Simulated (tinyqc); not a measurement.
CCD on RHF in the sto-3g basis, frozen core, for H3O+, spin multiplicity 1, step by step (part 2 of 2). Computed by tinyqc, a small Python program that keeps every step (integrals from PySCF). Command: `OMP_NUM_THREADS=1 python tinyqc.py 29133 29134 out.jsonl` (the two numbers bound the seeds that draw the settings). One thread of a shared host (Intel(R) Xeon(R) Processor @ 2.60GHz), about 0.1 s of CPU time with the checks.

Geometry (angstrom):
```
atom          x          y         z
O      0.000000   0.000000  0.203000
H      0.990000   0.000000  0.000000
H     -0.495000   0.857000  0.000000
H     -0.495000  -0.857000  0.000000
```

## Iteration 8 (converged): orbitals

converged F (hartree):
```
             1O 1s      1O 2s     1O 2px     1O 2py     1O 2pz      2H 1s      3H 1s      4H 1s
1O 1s   -20.824990  -5.301396   0.000010   0.000000   0.013587  -1.080329  -1.081122  -1.081122
1O 2s    -5.301396  -2.955821   0.000113   0.000000   0.067972  -1.136913  -1.137487  -1.137487
1O 2px    0.000010   0.000113  -0.876336   0.000000  -0.000027  -0.625421   0.312910   0.312910
1O 2py    0.000000   0.000000   0.000000  -0.876374   0.000000   0.000000  -0.541724   0.541724
1O 2pz    0.013587   0.067972  -0.000027   0.000000  -0.885091   0.156167   0.156248   0.156248
2H 1s    -1.080329  -1.136913  -0.625421   0.000000   0.156167  -0.832547  -0.360616  -0.360616
3H 1s    -1.081122  -1.137487   0.312910  -0.541724   0.156248  -0.360616  -0.832959  -0.360920
4H 1s    -1.081122  -1.137487   0.312910   0.541724   0.156248  -0.360616  -0.360920  -0.832959
```

X:
```
            1O 1s      1O 2s     1O 2px     1O 2py     1O 2pz      2H 1s      3H 1s      4H 1s
1O 1s    1.024860  -0.148302   0.000007   0.000000   0.004262   0.019728   0.019735   0.019735
1O 2s   -0.148302   1.286929  -0.000102   0.000000  -0.044286  -0.251856  -0.252046  -0.252046
1O 2px   0.000007  -0.000102   1.110128   0.000000   0.000020  -0.255269   0.127719   0.127719
1O 2py   0.000000   0.000000   0.000000   1.110153   0.000000   0.000000  -0.221165   0.221165
1O 2pz   0.004262  -0.044286   0.000020   0.000000   1.007401   0.042233   0.042274   0.042274
2H 1s    0.019728  -0.251856  -0.255269   0.000000   0.042233   1.178103  -0.062207  -0.062207
3H 1s    0.019735  -0.252046   0.127719  -0.221165   0.042274  -0.062207   1.178288  -0.062263
4H 1s    0.019735  -0.252046   0.127719   0.221165   0.042274  -0.062207  -0.062263   1.178288
```

Diagonalise F' = X^T F X, C = X C', fill 5 alpha and 5 beta electrons from the bottom; D = 2 C_occ C_occ^T. Each column has its largest component positive (the first on a tie).

F' = X^T F X (hartree):
```
            1          2          3          4          5          6          7          8
1  -20.439697  -2.724078   0.000011   0.000000   0.022824  -0.152037  -0.152258  -0.152258
2   -2.724078  -1.654236  -0.000056   0.000000  -0.026583  -0.480573  -0.480852  -0.480852
3    0.000011  -0.000056  -0.594226   0.000000   0.000014  -0.524517   0.262388   0.262388
4    0.000000   0.000000   0.000000  -0.594224   0.000000   0.000000  -0.454374   0.454374
5    0.022824  -0.026583   0.000014   0.000000  -0.865183   0.100068   0.100131   0.100131
6   -0.152037  -0.480573  -0.524517   0.000000   0.100068  -0.293628  -0.075840  -0.075840
7   -0.152258  -0.480852   0.262388  -0.454374   0.100131  -0.075840  -0.293564  -0.075902
8   -0.152258  -0.480852   0.262388   0.454374   0.100131  -0.075840  -0.075902  -0.293564
```

orbital energies (hartree): MO1 -20.833788, MO2 -1.747116, MO3 -1.075540, MO4 -1.075514, MO5 -0.889168, MO6 0.065650, MO7 0.263500, MO8 0.263654

coefficients C:
```
              MO1        MO2        MO3        MO4        MO5        MO6        MO7        MO8
1O 1s    0.994049  -0.240263   0.000000  -0.000049  -0.041025  -0.161169  -0.000166   0.000000
1O 2s    0.027105   0.876595   0.000000   0.000251   0.202480   1.029793   0.001199   0.000000
1O 2px  -0.000003  -0.000113   0.000000   0.701018  -0.000092   0.000683  -0.915831   0.000000
1O 2py   0.000000   0.000000   0.701023   0.000000   0.000000   0.000000   0.000000   0.915879
1O 2pz  -0.001796  -0.073927   0.000000   0.000078   0.974514  -0.258937  -0.000292   0.000000
2H 1s   -0.004835   0.099521   0.000000   0.402821  -0.064136  -0.650250   0.962964   0.000000
3H 1s   -0.004839   0.099595   0.348874  -0.201406  -0.064076  -0.649034  -0.482476  -0.834676
4H 1s   -0.004839   0.099595  -0.348874  -0.201406  -0.064076  -0.649034  -0.482476   0.834676
```

D after iteration 8:
```
            1O 1s      1O 2s     1O 2px     1O 2py     1O 2pz      2H 1s      3H 1s      4H 1s
1O 1s    2.095085  -0.383954  -0.000012   0.000000  -0.048005  -0.052213  -0.052201  -0.052201
1O 2s   -0.383954   1.620304   0.000116   0.000000   0.264933   0.148447   0.148298   0.148298
1O 2px  -0.000012   0.000116   0.982851   0.000000  -0.000054   0.564758  -0.282389  -0.282389
1O 2py   0.000000   0.000000   0.000000   0.982866   0.000000   0.000000   0.489137  -0.489137
1O 2pz  -0.048005   0.264933  -0.000054   0.000000   1.910292  -0.139637  -0.139624  -0.139624
2H 1s   -0.052213   0.148447   0.564758   0.000000  -0.139637   0.352612  -0.134172  -0.134172
3H 1s   -0.052201   0.148298  -0.282389   0.489137  -0.139624  -0.134172   0.352651  -0.134200
4H 1s   -0.052201   0.148298  -0.282389  -0.489137  -0.139624  -0.134172  -0.134200   0.352651
```

Within a degenerate level the vectors are fixed only up to a rotation; this is one choice.

## Convergence

Stop when the energy changes by less than 1e-10 hartree and every element of the error matrix X^T (F D S - S D F) X is below 3e-06.

Course of the cycle:
```
iteration   E (hartree)     change  largest element of the error matrix
1          -71.37929615          -                             1.15e+00
2          -75.22097772  -3.84e+00                             3.02e-01
3          -75.32722769  -1.06e-01                             2.96e-02
4          -75.32845995  -1.23e-03                             4.56e-03
5          -75.32849920  -3.92e-05                             3.29e-04
6          -75.32849955  -3.46e-07                             1.59e-05
7          -75.32849955  -8.14e-10                             3.09e-06
8          -75.32849955  -3.01e-11                             5.45e-09
```

PySCF RHF in the same basis = -75.32849955 hartree

Converged in 8 iterations.

## Integrals over molecular orbitals

core Hamiltonian H = T + V (hartree):
```
             1O 1s      1O 2s     1O 2px     1O 2py     1O 2pz      2H 1s      3H 1s      4H 1s
1O 1s   -33.186459  -7.723001   0.000013   0.000000   0.008397  -1.562642  -1.563796  -1.563796
1O 2s    -7.723001  -9.800186   0.000136   0.000000   0.100512  -3.585178  -3.587058  -3.587058
1O 2px    0.000013   0.000136  -8.054393   0.000000  -0.000029  -2.492132   1.246979   1.246979
1O 2py    0.000000   0.000000   0.000000  -8.054399   0.000000   0.000000  -2.158837   2.158837
1O 2pz    0.008397   0.100512  -0.000029   0.000000  -7.908775   0.538679   0.539049   0.539049
2H 1s    -1.562642  -3.585178  -2.492132   0.000000   0.538679  -5.148441  -1.251936  -1.251936
3H 1s    -1.563796  -3.587058   1.246979  -2.158837   0.539049  -1.251936  -5.149634  -1.252983
4H 1s    -1.563796  -3.587058   1.246979   2.158837   0.539049  -1.251936  -1.252983  -5.149634
```

Given earlier and not repeated: Two-electron integrals (ij|kl) in chemists' order.

(pq|rs) = sum C_ip C_jq C_kr C_ls (ij|kl), one index at a time.

one-electron integrals over orbitals h = C^T H C (hartree):
```
            1          2          3          4          5          6          7          8
1  -33.168651   0.570055   0.000000   0.000119   0.090901   0.363505   0.000370   0.000000
2    0.570055  -8.154444   0.000000  -0.000044  -0.115324  -1.424967  -0.001670   0.000000
3    0.000000   0.000000  -7.018676   0.000000   0.000000   0.000000   0.000000  -1.755180
4    0.000119  -0.000044   0.000000  -7.018420  -0.000121  -0.001820   1.755420   0.000000
5    0.090901  -0.115324   0.000000  -0.000121  -7.842831   0.404852   0.000183   0.000000
6    0.363505  -1.424967   0.000000  -0.001820   0.404852  -5.005644   0.000280   0.000000
7    0.000370  -0.001670   0.000000   1.755420   0.000183   0.000280  -5.584264   0.000000
8    0.000000   0.000000  -1.755180   0.000000   0.000000   0.000000   0.000000  -5.584379
```

Two-electron integrals over orbitals (pq|rs), unique and non-zero (hartree); the lowest 1 orbital is frozen and left out:
```
(22|22) 0.723344    (32|32) 0.138899    (33|22) 0.657066    (33|33) 0.663586
(42|22) -0.000043   (42|33) -0.034223   (42|42) 0.138875    (43|32) -0.034212
(43|43) 0.041904    (44|22) 0.657018    (44|33) 0.579734    (44|42) 0.034258
(44|44) 0.663557    (52|22) -0.012941   (52|33) 0.002794    (52|42) -1.36e-06
(52|44) 0.002789    (52|52) 0.145919    (53|32) 0.002374    (53|43) 0.003415
(53|53) 0.034214    (54|22) 0.000007    (54|33) 0.003423    (54|42) 0.002367
(54|44) -0.003406   (54|52) 0.000024    (54|54) 0.034213    (55|22) 0.745800
(55|33) 0.654901    (55|42) 0.000017    (55|44) 0.654875    (55|52) 0.055657
(55|54) 0.000025    (55|55) 0.876149    (62|22) 0.138592    (62|33) 0.097209
(62|42) 0.000056    (62|44) 0.097186    (62|52) -0.017295   (62|54) 0.000011
(62|55) 0.158698    (62|62) 0.076337    (63|32) -0.012228   (63|43) 0.025781
(63|53) 0.005015    (63|63) 0.054295    (64|22) 0.000179    (64|33) 0.025927
(64|42) -0.012303   (64|44) -0.025659   (64|52) 0.000019    (64|54) 0.005029
(64|55) 0.000200    (64|62) 0.000109    (64|64) 0.054405    (65|22) -0.049687
(65|33) -0.027628   (65|42) 0.000021    (65|44) -0.027606   (65|52) 0.058488
(65|54) 0.000029    (65|55) -0.037889   (65|62) -0.033722   (65|64) -0.000036
(65|65) 0.038604    (66|22) 0.515044    (66|33) 0.498002    (66|42) 0.000169
(66|44) 0.498158    (66|52) -0.037086   (66|54) -0.000022   (66|55) 0.502296
(66|62) 0.047246    (66|64) -0.000054   (66|65) -0.026969   (66|66) 0.463398
(72|22) 0.000176    (72|33) -0.011156   (72|42) -0.050611   (72|44) 0.011365
(72|52) -4.72e-06   (72|54) -0.011354   (72|55) 0.000186    (72|62) 0.000045
(72|64) -0.036568   (72|65) -0.000036   (72|66) 0.000054    (72|72) 0.053517
(73|32) -0.038887   (73|43) 0.005173    (73|53) 0.003888    (73|63) 0.025943
(73|73) 0.033749    (74|22) -0.165133   (74|33) -0.131590   (74|42) 0.038839
(74|44) -0.121303   (74|52) -0.023051   (74|54) -0.003894   (74|55) -0.191842
(74|62) -0.083940   (74|64) -0.026032   (74|65) 0.020034    (74|66) -0.040761
(74|72) 0.000259    (74|74) 0.146774    (75|22) -0.000020   (75|33) 0.007771
(75|42) -0.024227   (75|44) -0.007804   (75|52) 0.000066    (75|54) -0.022709
(75|55) -0.000009   (75|62) -0.000031   (75|64) 0.009563    (75|65) 0.000014
(75|66) -0.000058   (75|72) 0.007263    (75|74) -0.009071   (75|75) 0.024886
(76|22) 0.000012    (76|33) 0.043398    (76|42) -0.100088   (76|44) -0.043476
(76|52) -0.000028   (76|54) 0.008838    (76|55) -0.000031   (76|62) -0.000017
(76|64) 0.051016    (76|65) -0.000037   (76|66) -0.000231   (76|72) 0.004749
(76|74) -0.050554   (76|75) 0.020392    (76|76) 0.122481    (77|22) 0.578723
(77|33) 0.521098    (77|42) 0.030762    (77|44) 0.595138    (77|52) 0.002106
(77|54) -0.006986   (77|55) 0.578448    (77|62) 0.069790    (77|64) -0.041892
(77|65) -0.016744   (77|66) 0.480965    (77|72) 0.021122    (77|74) -0.068717
(77|75) -0.009036   (77|76) -0.060170   (77|77) 0.576387    (82|32) 0.050587
(82|43) 0.011292    (82|53) 0.011355    (82|63) 0.036578    (82|73) 0.000424
(82|82) 0.053516    (83|22) 0.165078    (83|33) 0.121273    (83|42) 0.038905
(83|44) 0.131588    (83|52) 0.023049    (83|54) -0.003876   (83|55) 0.191818
(83|62) 0.083944    (83|64) -0.025848   (83|65) -0.020011   (83|66) 0.040934
(83|72) 0.000472    (83|74) -0.081527   (83|75) -0.009099   (83|76) -0.050659
(83|77) 0.103286    (83|83) 0.146822    (84|32) 0.038905    (84|43) -0.005157
(84|53) -0.003880   (84|63) -0.025895   (84|73) -0.031634   (84|82) -0.000378
(84|84) 0.033715    (85|32) 0.024224    (85|43) -0.007776   (85|53) 0.022710
(85|63) -0.009539   (85|73) -0.009092   (85|82) 0.007260    (85|84) 0.009090
(85|85) 0.024882    (86|32) 0.100038    (86|43) -0.043342   (86|53) -0.008815
(86|63) -0.050826   (86|73) -0.050630   (86|82) 0.004765    (86|84) 0.050603
(86|85) 0.020364    (86|86) 0.122236    (87|32) 0.031052    (87|43) -0.037138
(87|53) -0.007006   (87|63) -0.042073   (87|73) -0.017482   (87|82) -0.021031
(87|84) 0.017448    (87|85) 0.009082    (87|86) 0.060379    (87|87) 0.048518
(88|22) 0.578770    (88|33) 0.595249    (88|42) -0.030956   (88|44) 0.521025
(88|52) 0.002107    (88|54) 0.007010    (88|55) 0.578471    (88|62) 0.069819
(88|64) 0.042163    (88|65) -0.016771   (88|66) 0.480748    (88|72) -0.020944
(88|74) -0.103365   (88|75) 0.009062    (88|76) 0.060344    (88|77) 0.479892
(88|83) 0.068574    (88|88) 0.576637
```

## CCD: starting amplitudes

t_ij^ab = <ij||ab> / (e_i + e_j - e_a - e_b), whose energy is MP2.

Starting amplitudes (spin orbitals 1a, 1b, ...; amplitudes related by a flip of all spins are not repeated; the 24 largest):
```
from      to          t
3a 3b  8a 8b  -0.054817
4a 4b  7a 7b  -0.054807
3a 4b  7b 8a  -0.030441
2a 4b  6a 7b   0.026633
2a 3b  6a 8b  -0.026632
4a 4b  6a 6b  -0.023838
3a 3b  6a 6b  -0.023789
2a 2b  6a 6b  -0.021056
5a 5b  6a 6b  -0.020216
3a 4a  7a 8a  -0.018629
2a 4a  6a 7a   0.015030
2a 3a  6a 8a  -0.015027
2a 2b  7a 7b  -0.013308
2a 2b  8a 8b  -0.013307
3a 3b  7a 7b  -0.012602
4a 4b  8a 8b  -0.012588
2a 5b  6a 6b   0.012185
3a 4b  7a 8b   0.011812
2a 3b  6b 8a   0.011605
2a 4b  6b 7a  -0.011602
5a 5b  7a 7b  -0.010795
5a 5b  8a 8b  -0.010792
4a 4b  6a 7b   0.010496
3a 3b  6a 7b  -0.010460
```

correlation energy = -0.04930925 hartree

## CCD: amplitude update 1

t_ij^ab D_ij^ab are set to the remaining terms of the spin-orbital equations, evaluated with the old amplitudes; for the doubles these are <ij||ab> + 1/2 <ab||ef> t_ij^ef + 1/2 <mn||ij> t_mn^ab + P(ij)P(ab) <mb||ej> t_im^ae + terms in t^2, D the orbital-energy denominators.

Amplitudes after update 1 (spin orbitals 1a, 1b, ...; amplitudes related by a flip of all spins are not repeated; the 24 largest):
```
from      to          t
3a 3b  8a 8b  -0.067825
4a 4b  7a 7b  -0.067810
3a 4b  7b 8a  -0.035399
2a 4b  6a 7b   0.031889
2a 3b  6a 8b  -0.031886
4a 4b  6a 6b  -0.030533
3a 3b  6a 6b  -0.030467
5a 5b  6a 6b  -0.023397
2a 2b  6a 6b  -0.022302
3a 4b  7a 8b   0.017764
3a 4a  7a 8a  -0.017635
2a 3b  6b 8a   0.017015
2a 4b  6b 7a  -0.017014
2a 5b  6a 6b   0.015545
2a 4a  6a 7a   0.014875
2a 3a  6a 8a  -0.014871
3a 3b  7a 7b  -0.014711
2a 2b  7a 7b  -0.014709
2a 2b  8a 8b  -0.014708
4a 4b  8a 8b  -0.014692
4a 4b  6a 7b   0.014251
3a 3b  6a 7b  -0.014208
3a 4b  6a 8b   0.014178
3a 4b  6b 8a  -0.014160
```

correlation energy = -0.05929673 hartree

## CCD: convergence

E_corr = 1/4 sum <ij||ab> t_ij^ab; stop when the norm of the change is below 1e-8.

Course of the amplitude iterations:
```
update  correlation energy (hartree)  norm of the change
0                        -0.04930925                   -
1                        -0.05929673            6.29e-02
2                        -0.06191014            2.11e-02
3                        -0.06273655            7.94e-03
4                        -0.06302725            3.15e-03
5                        -0.06313535            1.30e-03
6                        -0.06317689            5.54e-04
7                        -0.06319325            2.43e-04
8                        -0.06319982            1.08e-04
9                        -0.06320252            4.88e-05
10                       -0.06320364            2.22e-05
11                       -0.06320412            1.01e-05
12                       -0.06320432            4.64e-06
13                       -0.06320441            2.13e-06
14                       -0.06320445            9.75e-07
15                       -0.06320447            4.48e-07
16                       -0.06320448            2.06e-07
17                       -0.06320448            9.45e-08
18                       -0.06320448            4.34e-08
19                       -0.06320448            1.99e-08
20                       -0.06320448            9.16e-09
```

Converged amplitudes (spin orbitals 1a, 1b, ...; amplitudes related by a flip of all spins are not repeated; the 24 largest):
```
from      to          t
3a 3b  8a 8b  -0.074298
4a 4b  7a 7b  -0.074281
3a 4b  7b 8a  -0.037015
4a 4b  6a 6b  -0.033624
2a 4b  6a 7b   0.033571
2a 3b  6a 8b  -0.033567
3a 3b  6a 6b  -0.033550
5a 5b  6a 6b  -0.024835
2a 2b  6a 6b  -0.022991
3a 4b  7a 8b   0.022444
2a 4b  6b 7a  -0.020210
2a 3b  6b 8a   0.020210
2a 5b  6a 6b   0.017157
4a 4b  6a 7b   0.015857
3a 3b  6a 7b  -0.015810
3a 4b  6a 8b   0.015773
3a 4b  6b 8a  -0.015759
3a 3b  7a 7b  -0.014893
2a 2b  7a 7b  -0.014884
2a 2b  8a 8b  -0.014883
4a 4b  8a 8b  -0.014872
3a 4a  7a 8a  -0.014572
2a 4a  6a 7a   0.013361
2a 3a  6a 8a  -0.013358
```

CCD total energy = -75.39170403 hartree

Converged in 20 updates.
